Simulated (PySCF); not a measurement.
**Basis and Hamiltonian dependence of the ionisation energy of Li**

Li [He] 2s1 (2S) → Li⁺ 1s2 (1S). Calculated with PySCF 2.14 from differences of total energies of unrestricted determinants, without spin-orbit coupling. Values in eV.

| basis | Hamiltonian | functions | UHF | r2SCAN | PBE0 | CCSD(T) (valence and next inner shell) |
| --- | --- | --- | --- | --- | --- | --- |
| def2-SVP | non-relativistic | 9 | 5.229 | 5.285 | 5.475 | n/a |
| x2c-TZVPall | spin-free X2C | 14 | 5.342 | n/a | n/a | n/a |
| def2-TZVP | non-relativistic | 14 | 5.342 | 5.387 | n/a | n/a |
| 6-31G* | non-relativistic | 14 | 5.327 | n/a | n/a | n/a |
| jorge-DZP-DKH | spin-free X2C | 15 | 5.333 | 5.389 | 5.565 | n/a |
| aug-cc-pCVDZ | non-relativistic | 27 | 5.342 | 5.386 | 5.567 | 5.357 |
| dyall-av3z | non-relativistic | 57 | 5.343 | 5.392 | 5.571 | n/a |
| dyall-av3z | spin-free X2C | 57 | 5.343 | 5.392 | 5.571 | n/a |
| aug-cc-pCVTZ-DK | spin-free X2C | 59 | 5.343 | 5.388 | 5.571 | 5.380 |
| aug-cc-pCVTZ | non-relativistic | 59 | 5.342 | 5.388 | 5.570 | 5.380 |
| aug-cc-pVTZ with one added diffuse shell each of s, p, d, f type | non-relativistic | 62 | 5.342 | 5.384 | 5.567 | n/a |
| aug-cc-pCVTZ-DK with one added diffuse shell each of s, p, d, f type | spin-free X2C | 75 | 5.343 | n/a | n/a | 5.380 |
| aug-cc-pCVQZ | non-relativistic | 109 | 5.343 | 5.393 | 5.571 | 5.389 |

Estimate the row for cc-pVDZ (non-relativistic, 14 functions).

From the rows with the same Hamiltonian and similar size; the calculation gives UHF 5.34; r2SCAN 5.38; PBE0 5.56 (eV).

Extrapolation of CCSD(T) (valence and next inner shell) from aug-cc-pCVTZ and aug-cc-pCVQZ: the correlation parts are 0.037 and 0.046 eV; with the X⁻³ form and unrounded values, (4³ × 0.046 − 3³ × 0.037)/(4³ − 3³) = 0.053 eV, and adding the Hartree-Fock value 5.343 eV of the larger basis gives 5.395 eV.

Frozen in the all-electron rows: valence: 1s2; valence and next inner shell: nothing.

Reference for a calculation without spin-orbit coupling: 5.392 eV (measured, between term centres; NIST).
